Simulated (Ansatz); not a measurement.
Working through the interaction energy of a dimer with the counterpoise correction of C₃H₄, SMILES C#CC

With Ansatz's Python interface.

Notebook, run cell by cell (the value of a cell's last expression is shown):

```python
import ansatz as az

BASIS = "cc-pVDZ"
FUNCTIONAL = "hf"
```

```python
FIRST = [
    ("C", (-1.332, -0.6984, -0.7762)),
    ("C", (-0.4254, -0.1946, -0.2329)),
    ("C", (0.714, 0.3726, 0.4318)),
    ("H", (-2.1573, -1.0527, -1.2852)),
    ("H", (1.2566, 1.0917, -0.212)),
    ("H", (0.4537, 0.8936, 1.3687)),
    ("H", (1.4907, -0.4125, 0.7056)),
]
SECOND = [
    ("C", (-1.7377, -2.7543, 1.4545)),
    ("C", (-2.5694, -3.5777, 1.4896)),
    ("C", (-3.6262, -4.5477, 1.5523)),
    ("H", (-0.9584, -2.0842, 1.357)),
    ("H", (-3.9554, -4.8707, 0.5457)),
    ("H", (-3.3503, -5.4526, 2.1198)),
    ("H", (-4.5652, -4.1338, 2.0438)),
]
```

```python
def energy(atoms, ghosts=()):
    molecule = az.Crystal.molecule()
    for symbol, xyz in atoms:
        molecule = molecule.atom(symbol, xyz)
    calc = (
        molecule.calculation()
        .basis(gaussian=BASIS)
        .functional(FUNCTIONAL)
    )
    deck = calc.input()
    if ghosts:
        deck = deck.set(az.key.basis.gaussian.ghost_atoms, [{"symbol": s, "position_ang": list(xyz)} for s, xyz in ghosts])
    return az.Session.from_dict(deck).plan().execute().report["free_energy_ev"]

both = energy(FIRST + SECOND)
alone = energy(FIRST) + energy(SECOND)
ghosted = energy(FIRST, SECOND) + energy(SECOND, FIRST)
print(f"dimer {both:.6f} eV")
print(f"interaction, uncorrected   {96.485332 * (both - alone):8.3f} kJ/mol")
print(f"interaction, counterpoise  {96.485332 * (both - ghosted):8.3f} kJ/mol")
print(f"basis-set superposition    {96.485332 * (alone - ghosted):8.3f} kJ/mol")
```

    dimer -6305.796770 eV
    interaction, uncorrected     13.951 kJ/mol
    interaction, counterpoise    15.811 kJ/mol
    basis-set superposition       1.861 kJ/mol

Uncorrected it is 13.951 kJ/mol, with the counterpoise correction 15.811 kJ/mol; the difference, 1.86 kJ/mol, is the superposition error. In this basis both values are repulsive.

Notes:
- Total energies depend on the basis set; only differences at equal settings carry meaning.
- The dimer is a generated trial pose of unrelaxed monomers, not a minimum, so the figure is no binding energy, and the basis set is small.
- Hartree-Fock leaves correlation out, so bond, atomisation and ionisation energies come out well too low.
- This level lacks the dispersion part of the attraction (electrostatics and induction are there), which can decide the sign where the interaction is weak.
- Wall time of the script: 2.4 s on 1 thread of Intel(R) Xeon(R) 6975P-C (Granite Rapids), with other jobs on the host, peak memory 0.27 GiB.
